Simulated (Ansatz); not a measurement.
System: bcc Ta. Method: PBE-D4 (PAW; Ansatz, a program for electronic structure).

Numerical settings: plane-wave cutoff 520 eV, 24×24×24 k mesh, Fermi–Dirac smearing 0.05 eV, scalar-relativistic PAW data made under PBE.

Cell (relaxed at this level):

```cif
data_Ta
_chemical_formula_sum 'Ta1'
_space_group_name_H-M_alt 'P 1'
_space_group_IT_number 1
_cell_length_a 2.86102
_cell_length_b 2.86102
_cell_length_c 2.86102
_cell_angle_alpha 109.471
_cell_angle_beta 109.471
_cell_angle_gamma 109.471
loop_
_space_group_symop_operation_xyz
  'x, y, z'
loop_
_atom_site_label
_atom_site_type_symbol
_atom_site_fract_x
_atom_site_fract_y
_atom_site_fract_z
_atom_site_occupancy
Ta1 Ta 0.00000 0.00000 0.00000 1
```

**Question.** Estimate the bulk modulus B0 and pressure derivative B′ of the bulk modulus that the calculation returns.

**Answer.** 
* **bulk modulus B0**: 200 GPa
* **pressure derivative B′ of the bulk modulus**: 3.9

The run finds no gap.

Measured, for comparison: bulk modulus 198 GPa (corrected for temperature and zero-point phonon effects, our sources range from 194 to 203; as tabulated in Levämäki et al. (2014), arXiv:1402.3671). Computed (rounded) less measured: bulk modulus +1 % (inside the range of the sources held).

Spin–orbit coupling is not included.

Cost on a shared machine: very roughly 40 core-seconds.
